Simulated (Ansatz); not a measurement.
CCSD(T) against full CI for several species

Each species is computed at the geometry given (Å), with frozen cores, in Ansatz 0.2.0: RHF-CCSD(T) for singlets, UHF-CCSD(T) otherwise, and full CI in the same basis. The program picks the determinant by a search with trial CCSD, so it needn't be the lowest Hartree–Fock solution. States: HB–AlH triplet Σ⁻ or Δ, HMgP triplet Σ⁻ or Δ, AlSi quartet Σ⁻ or Δ, HBeP singlet A'. Cases whose determinant has another symmetry than full CI's state, or lies over 0.5 eV above the lowest of its kind, whose (Q) step broke down or whose higher cluster runs on it stay over 0.1 eV above full CI weren't drawn.

Q: Judging by size, spin and bonding and the diagnostics given, rank them by the size of CCSD(T)'s error in total energy against full CI in the same basis, smallest first (an estimate).
A. HBeP, singlet, 6-31G: P 0.376 0.000 -0.314; Be -1.270 0.000 0.893; H -0.192 0.000 1.684. T1 0.071, (T) -152 meV in a correlation energy of -2.90 eV
B. AlSi, quartet, cc-pVDZ: Si 0.000 0.000 0.000; Al 0.000 0.000 2.398. T1 0.032, (T) -157 meV in a correlation energy of -3.68 eV
C. HMgP, triplet, 6-31G: P 0.000 0.000 2.210; Mg 0.000 0.000 -0.253; H 0.000 0.000 -1.957. T1 0.018, (T) -26 meV in a correlation energy of -1.60 eV
D. HB–AlH, triplet, 6-31G: B 0.000 0.000 1.051; Al 0.000 0.000 -0.857; H 0.000 0.000 2.234; H 0.000 0.000 -2.428. T1 0.015, (T) -67 meV in a correlation energy of -2.66 eV

A: C (13.6 meV), D (30.2 meV), A (43.5 meV), B (57.3 meV).

```tsv
species	basis	correlated electrons	CCSD(T) − full CI (meV)	CCSDT(Q) − full CI (meV)	unpaired electrons (full CI)	T1	⟨S²⟩ of the determinant
HMgP, triplet	6-31G	8	13.6	0.2	2.03	0.018	2.01
HB–AlH, triplet	6-31G	8	30.2	1.2	2.04	0.015	2.02
HBeP, singlet	6-31G	8	43.5	-10.8	0.16	0.071	0.00
AlSi, quartet	cc-pVDZ	7	57.3	0.9	3.11	0.032	3.77
```

Unpaired electrons are Σ n²(2−n)² over natural occupations; an open shell counts its own unpaired electrons too. Frozen cores follow each run's orbitals, which moves totals by a few meV. RHF is unstable for HBeP, singlet in 6-31G: UHF reaches ⟨S²⟩ = 1.35.
